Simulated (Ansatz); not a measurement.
**C2+ (quartet): wave-function methods side by side, 6-31G**

Aim: climb from Hartree-Fock through coupled cluster and multireference methods for C2+ (quartet) at one geometry and basis, and see what each rung misses.

Method: 6-31G, core rule «outside noble gas», up to 2 orbitals frozen; program: Ansatz 0.2.0, Gaussian basis.

Plan: UHF; CCSD(T) on ROHF; CCSD(T) on UHF; BCCD(T) on ROHF; CISD as a restricted active space (open shells left free, so some higher excitations enter); CCSDT(Q) on ROHF; CCSDT(Q) on UHF; CISDTQ; CCSDTQ on ROHF; CCSDTQ on UHF; CASSCF and MRCISD+Q, 7 electrons in 8 orbitals; CASSCF and MRCISD+Q(relaxed), 7 electrons in 8 orbitals; CASSCF and NEVPT2, 7 electrons in 8 orbitals; Full CI.

15 further runs of the same task are left out: 1 for a known fault of the program, 5 that didn't finish, 9 set aside as unsound or not needed. Runs told in other sessions of the task aren't counted.

### Step 1. The system

The geometry is a PBE0/def2-TZVP stationary point (not a proven minimum) of the parent state, kept for this charge and spin.

2 atoms, charge 1, spin multiplicity 4.

Atoms are counted from 1 here; the program's logs count them from 0.

Bond lengths: C1–C2 1.301 Å.

### Step 2. UHF

Input file in.yaml:

```yaml
crystal:
  periodic: [false, false, false]
  atoms:
    - {symbol: C, position_ang: [0.000000, 0.000000, 0.000000]}
    - {symbol: C, position_ang: [0.000000, 0.000000, 1.301443]}
basis:
  gaussian: {orbitals: 6-31G}
total_charge: 1
magnetization: {spin_polarized: true, initial_magnetization: 3}
hamiltonian: {xc: hf}
output: {orbitals: {seedname: orbitals}}
```

Started as:

```sh
> ansatz run in.yaml --threads 1 --pin off --events-out ev --progress --plain --max-ram 2393MiB
```

Further steps of the session: CCSD(T) on ROHF; CCSD(T) on UHF; BCCD(T) on ROHF; CISD as a restricted active space (open shells left free, so some higher excitations enter); CCSDT(Q) on ROHF; CCSDT(Q) on UHF; CISDTQ; CCSDTQ on ROHF; CCSDTQ on UHF; CASSCF and MRCISD+Q, 7 electrons in 8 orbitals; CASSCF and MRCISD+Q(relaxed), 7 electrons in 8 orbitals; CASSCF and NEVPT2, 7 electrons in 8 orbitals; Full CI.

Before running them: what should the planned runs give, taken together? Wanted: FCI from the RHF energy; RMP2 from FCI; UMP2 from FCI; RCCSD from FCI; RCCSD(T) from FCI; UCCSD(T) from FCI; RCCSDT(Q) from FCI; UCCSDT(Q) from FCI; NEVPT2 valence from FCI.

The runs gave:

| quantity | value |
| --- | --- |
| FCI from the ROHF energy | -3.7058 eV |
| RMP2 from FCI | +865.6 meV |
| UMP2 from FCI | +1002.9 meV |
| RCCSD from FCI | +231.4 meV |
| RCCSD(T) from FCI | +70.6 meV |
| UCCSD(T) from FCI | +65.3 meV |
| RCCSDT(Q) from FCI | +6.8 meV |
| UCCSDT(Q) from FCI | +6.8 meV |
| NEVPT2 valence from FCI | +233.7 meV |
| MRCISD+Q valence from FCI | +3.0 meV |
| MRCISD+Q(relaxed) valence from FCI | -3.7 meV |
| levels within 1 kcal/mol (43 meV) | RCCSDT, UCCSDT, CISDTQ, RCCSDT(Q), UCCSDT(Q), RCCSDTQ, UCCSDTQ, MRCISD valence, MRCISD+Q valence, MRCISD+Q(relaxed) valence |
| T1 diagnostic | 0.019 |
| effectively unpaired electrons | 3.11 |

RCCSD(T) misses by +70.6 meV, 1.9 % of the correlation energy. MRCISD+Q(relaxed) valence falls below full CI: the +Q correction isn't variational, and the cores differ from full CI's. One determinant dominates. Of the multireference levels listed MRCISD+Q valence comes nearest in total energy (+3.0 meV), which doesn't show that its space is the better one. Coupled cluster took another determinant than the lowest Hartree-Fock one. These misses are within one basis, not against nature; the frozen cores of restricted and unrestricted runs differ, which can shift their rows.

Levels on UHF freeze UHF's core orbitals, full CI those of ROHF, so the U rows can settle a little off it for that reason alone.

With open shells the CI space here admits some higher excitations, so it is larger than plain CISD.
